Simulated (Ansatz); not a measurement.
Results of r²SCAN-D4 (plane waves, PAW; Ansatz, an electronic-structure program) for bcc Li.

Numerical settings: plane-wave cutoff 560 eV, 22×22×22 k mesh, Fermi–Dirac smearing 0.05 eV, scalar-relativistic PAW data made under PBE.

Results at a series of volumes:

```
V (Å³/atom)  E − E_lowest (meV/atom)
-----------  -----------------------
19.669                          3.40
20.087                          1.47
20.506                          0.36
20.924                          0.00
21.343                          0.33
21.761                          1.28
22.180                          2.81
```

Task: Fit the third-order Birch–Murnaghan equation and give B0 and B′.

Result: V0 = 20.929 Å³/atom, B0 = 13.1 GPa, B′ = 3.3 (fit to the energies at full precision).

Measured, for comparison: bulk modulus 13.8 GPa (corrected for temperature and zero-point phonon effects, our sources range from 13.1 to 13.9; as tabulated in Levämäki et al. (2014), arXiv:1402.3671); equilibrium volume per atom 20.51 Å³/atom (low-temperature or extrapolated to 0 K; zero-point anharmonic expansion removed; as tabulated in Csonka et al. (2009), arXiv:0903.4037). Computed (rounded) less measured: bulk modulus -5 % (inside the range of the sources held), equilibrium volume per atom +2.0 %.

Computed values are for the static lattice.

Cost on a shared machine: about 40 core-seconds (a rough figure).
